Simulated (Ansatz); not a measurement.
The input, for Ansatz 0.2.0:

```yaml
crystal:
  periodic: [false, false, false]
  atoms:
    - {symbol: Ru, position_ang: [-0.009544, -0.376269, 0.013383]}
    - {symbol: Cl, position_ang: [-0.010377, 0.506682, -1.968954]}
    - {symbol: Cl, position_ang: [0.037587, 0.565992, 1.930801]}
basis:
  gaussian: {orbitals: def2-SVP}
magnetization: {spin_polarized: false}
correlation: {method: mp2, electrons: valence}
output: {forces: true}
```

```sh
$ ansatz run in.yaml --threads 1 --pin off --events-out ev --progress --plain --max-ram 2393MiB
```

**Question.** Roughly how long does this take on 1 thread of Arm Neoverse V1, shared host, and how much host memory?

**Answer.** 13 s wall and 0.19 GiB.

```
648 factors; integrals over basis functions are off by at most 3.1e-4 eV
mean field evaluation 1: about -27556.3456 eV, gradient 2.1e1 eV
mean field evaluation 2: about -27556.7469 eV, gradient 2.2e1 eV
mean field evaluation 4: about -27559.0099 eV, gradient 4.8e0 eV
mean field evaluation 8: about -27559.2198 eV, gradient 5.0e-1 eV
mean field evaluation 16: about -27559.2225 eV, gradient 6.5e-2 eV
mean field evaluation 32: about -27559.4375 eV, gradient 1.1e0 eV
mean field evaluation 64: about -27558.2825 eV, gradient 7.5e-1 eV
mean field evaluation 96: about -27559.3734 eV, gradient 3.7e0 eV
mean field evaluation 128: about -27539.3940 eV, gradient 4.9e1 eV
mean field evaluation 160: about -27559.4178 eV, gradient 7.1e-1 eV
mean field evaluation 192: about -27559.3950 eV, gradient 3.1e-2 eV
mean field evaluation 224: about -27558.7345 eV, gradient 1.5e0 eV
mean field evaluation 256: about -27559.4955 eV, gradient 3.8e-1 eV
mean field evaluation 288: about -27559.5626 eV, gradient 3.1e-6 eV
mean field -27559.56258310 eV, -1012.7952443866 hartree, gradient 3.1e-6 eV, S^2 0.000000; 17 other end points of the search recorded, 0 dependent functions left out; unrestricted orbitals would lower it
mean field evaluation 320: about -27560.8376 eV, gradient 6.3e-2 eV
unrestricted determinant -27560.84158211 eV, -1012.8422467331 hartree, S^2 1.8524
10 core orbitals not correlated: weight in the atoms' cores, before any rotation towards them, 1.000 or more for the frozen orbitals, at most 0.000 for the correlated occupied ones
reference -27559.56258310 eV, -1012.7952443866 hartree; 15, 15 occupied and 42, 42 virtual orbitals, 648 factors
second order -15.72755559 eV of doubles, -0.00000000 eV of singles
the calculation of the forces begins
Total energy: -27575.29013869 eV, -1013.3732213940 hartree
Atom 0 at    -0.009544    -0.376269     0.013383 Å, force    -0.034152    -1.055556    -0.582044 eV/Å
Atom 1 at    -0.010377     0.506682    -1.968954 Å, force    -0.001016     0.365036    -0.875929 eV/Å
Atom 2 at     0.037587     0.565992     1.930801 Å, force     0.035168     0.690519     1.457973 eV/Å
Dipole moment:    -0.009388    -0.385003     0.045460 e Å
```

Forces (eV/Å):
```
Ru  -0.034 -1.056 -0.582
Cl  -0.001  0.365 -0.876
Cl   0.035  0.691  1.458
```
